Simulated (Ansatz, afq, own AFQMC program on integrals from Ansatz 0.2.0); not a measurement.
Two steps: Ansatz 0.2.0 writes the Fock matrix and Cholesky factors of the valence space, and afq projects on them the lowest state that overlaps trial and start.

```yaml
crystal:
  periodic: [false, false, false]
  atoms:
    - {symbol: Si, position_ang: [0.000000, 0.000000, 0.000000]}
    - {symbol: H, position_ang: [1.923829, 0.018595, -0.000125]}
    - {symbol: H, position_ang: [-0.978019, 1.656783, -0.003797]}
    - {symbol: H, position_ang: [-0.945811, -1.675378, 0.003922]}
basis:
  gaussian: {orbitals: cc-pVDZ}
total_charge: 1
magnetization: {spin_polarized: false}
correlation: {method: ccsd_t, electrons: outside_noble_gas, hamiltonian_folder: ham}
```

```sh
$ ansatz run in.yaml --threads 1 --pin off --events-out ev --progress --plain --max-ram 16896MiB --backend cuda --devices 0, --max-vram 18GiB
```

afq runs on the folder ham with

```
--method phaseless --trial cisd --walkers 4000 --populations 20 --least-time 60 --time-step 0.005 --steps-per-block 50 --equilibration-blocks 40 --max-blocks 4000 --target-error 0.00029 --factor-cut 1e-05 --seed 7511 --release-times 0.24,0.51,0.99,1.62,2.4 --release-step 0.03 --release-every 3 --taylor-order 6
```

Times are imaginary, in 1/Eh. The walk had a cap of 122 s. With eight or more populations the least sampling time is a fifth of least-time, and the error comes from their spread.

Output of the walk:

```
orbitals 28  electrons 3 3  factors 190 of 317
reference energy -290.21092096 Eh
CCSD correlation -0.12866206 Eh in 11 cycles, weight of the determinant in the CISD state 0.8846
energy of the start -290.339583 Eh
 block  time / (1/Eh)  mean weight  energy / Eh
     1     0.250  1.0000  -290.338529
     2     0.500  0.9999  -290.338660
     3     0.750  1.0000  -290.339178
     4     1.000  1.0000  -290.339770
     5     1.250  0.9999  -290.340349
     8     2.000  0.9997  -290.341755
    11     2.750  1.0000  -290.342488
    17     4.250  0.9999  -290.343776
    19     4.750  1.0000  -290.343721
    23     5.750  1.0000  -290.344230
    29     7.250  0.9997  -290.344324
    35     8.750  0.9998  -290.344279
    41    10.250  1.0000  -290.344482
    47    11.750  0.9998  -290.344251
    53    13.250  1.0001  -290.344429
    59    14.750  1.0000  -290.344550
    65    16.250  1.0003  -290.344566
    69    17.250  1.0000  -290.345191
    71    17.750  1.0001  -290.344592
    77    19.250  1.0001  -290.344602
    83    20.750  1.0002  -290.344554
    89    22.250  0.9999  -290.344529
error from the spread of 20 populations
released: time / (1/Eh)  energy / Eh  error  mean overlap
  0.24  -290.344443  0.000091  1.0020
  0.51  -290.344519  0.000061  1.0022
  0.99  -290.344577  0.000081  1.0014
  1.62  -290.344720  0.000060  1.0000
  2.40  -290.344836  0.000080  0.9979
energy -290.344511 +/- 0.000110 Eh
(rows thinned)
```

The run passed its tests (sampling time, drift between the halves within three errors, error under three times the target), which doesn't prove that it has relaxed.

Against this walk (error 3.0 meV) on the same determinant: CCSD(T) 33.6 meV higher, CCSDT(Q) 9.8 meV lower, CCSDTQ 12.1 meV lower, full CI 12.1 meV lower. The error is statistical and leaves out the bias of the constraint. The released energies are still falling (meV from the phaseless value at times in 1/Eh: 1.8 ± 2.5 at 0.24, -0.2 ± 1.6 at 0.51, -1.8 ± 2.2 at 0.99, -5.7 ± 1.6 at 1.62, -8.8 ± 2.2 at 2.40), so they give no level. Full CI is exact here, so the walk's 12 meV above it is the walk's own error: the bias of the constraint with this trial.

Cautions: constraint bias not in the error.

The walk took 16 s on 1 × NVIDIA H100 80GB HBM3 with 2 threads of AMD EPYC 7R13 Processor (Zen 3), on a shared host (the card was shared). The log's last line is the phaseless energy.

CCSDT and higher add their correlation energy to the determinant of the CCSD(T) run, since their own runs factorise the integrals more tightly (a shift of under 2 meV). A walk keeps the symmetry of its determinant, which the program's search chose and which needn't be the lowest solution, so a lower state of the same spin and another symmetry isn't excluded.
